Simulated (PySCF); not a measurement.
**Exact simulation of a proton spin system**

Molecule: ethylketene (CCC=C=O, C$_{4}$H$_{6}$O).

Geometry:
```
atom   x (Å)   y (Å)   z (Å)
  C1  -1.475  -0.285   0.425
  C2  -0.262  -0.590  -0.447
  C3   0.880   0.374  -0.237
  C4   2.044   0.036   0.276
  O5   3.077  -0.268   0.718
  H6  -1.848   0.735   0.242
  H7  -1.223  -0.358   1.493
  H8  -2.298  -0.986   0.217
  H9  -0.556  -0.566  -1.510
 H10   0.086  -1.618  -0.258
 H11   0.762   1.434  -0.482
```

- GIAO B97-2/pcSseg-2 shieldings
- J: B3LYP/pcJ-1 (without the spin–dipole term)
- PBE0-D3(BJ)/def2-SVP structure
- code: PySCF 2.14
- non-relativistic, a single conformation, no solvent model, rapidly exchanging positions averaged

Shifts are taken against calculated references (same method and geometry level): $^{1}$H (σref 31.36) vs TMS.

The 6-spin Hamiltonian (Zeeman plus full scalar coupling among like nuclei) was diagonalised exactly; lines are Lorentzian, 0.7 Hz wide, and the maxima above 3 % are listed with the tallest set to 100.

Peak list at 500 MHz for the spins H6/H7/H8/H9/H10/H11:
δ in ppm (height): 2.691 (14), 2.670 (27), 2.650 (16), 2.115 (10), 2.098 (28), 2.095 (8), 2.082 (28), 2.078 (25), 2.066 (10), 2.062 (27), 2.045 (10), 1.076 (51), 1.060 (100), 1.044 (48)

Q: Extract the chemical shifts and coupling constants behind this pattern (give the signs of the calculation).

A: 
Shifts (ppm): H6/H7/H8 1.06, H9/H10 2.08, H11 2.67.
Couplings (Hz): H6–H7, H6–H8, H7–H8: -13.9; H6–H9, H6–H10, H7–H9, H7–H10, H8–H9, H8–H10: 8.2; H6–H11, H7–H11, H8–H11: -0.3; H9–H10: -16.2; H9–H11, H10–H11: 10.2.
These are the parameters used. A line list fixes at most the relative signs, and those only where coupling is strong; other parameter sets or atom labellings may fit too, and couplings well below the line width leave little trace. Couplings within a CH3 group never show.

Unscaled 3J(H,H) at this level run about 10 % above measured values. Couplings across =CH–CH2 type bonds come from one rotamer and its mirror image, and can be 1–2 Hz further off.
